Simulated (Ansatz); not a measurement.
# A ladder of methods for LiH (SMILES [LiH])

The species is LiH (2 atoms), meant as a singlet with charge 0. As SMILES, `[LiH]`. Geometry: the measured bond length.

```xyz
2

Li    0.0000    0.0000    0.0000
H     0.0000    0.0000    1.5957
```

Each level gives the energy change with the Li1–H2 bond stretched from 1.596 to 3.191 Å (eV). The values are calculated.

```tsv
level	kind	program	value (eV)	less FCI/cc-pVTZ
HF/cc-pVTZ (restricted)	Hartree–Fock	Ansatz	2.18	+0.30
revPBE/cc-pVTZ (restricted)	GGA	Ansatz	1.80	-0.08
BHLYP/cc-pVTZ (restricted)	global hybrid	Ansatz	2.17	+0.29
wB97M-V/cc-pVTZ (restricted)	range-separated hybrid	Ansatz	2.10	+0.22
B2PLYP/cc-pVTZ (restricted)	double hybrid	Ansatz	2.05	+0.17
RPA@PBE/cc-pVTZ (restricted)	RPA	Ansatz	1.82	-0.06
BCCD(T)/cc-pVTZ (restricted)	coupled cluster or CI	Ansatz	1.88	0.00
FCI/3-21G	exact in the basis	Ansatz	1.49	-0.39
FCI/cc-pVTZ	exact in the basis	Ansatz	1.88	0.00
```

FCI/cc-pVTZ is exact within its basis and frozen core, so for wave-function methods in that basis the difference is their error; functionals converge differently with the basis, so for them it is only a difference. A spin-restricted reference rises too steeply as a bond breaks; here HF/cc-pVTZ, BHLYP/cc-pVTZ, wB97M-V/cc-pVTZ, B2PLYP/cc-pVTZ lie well above the multireference or unrestricted value. The first shape isn't each level's own minimum. The values span 1.49 to 2.18 eV. High-level rows in very small sets aren't better than simpler rows in larger ones.
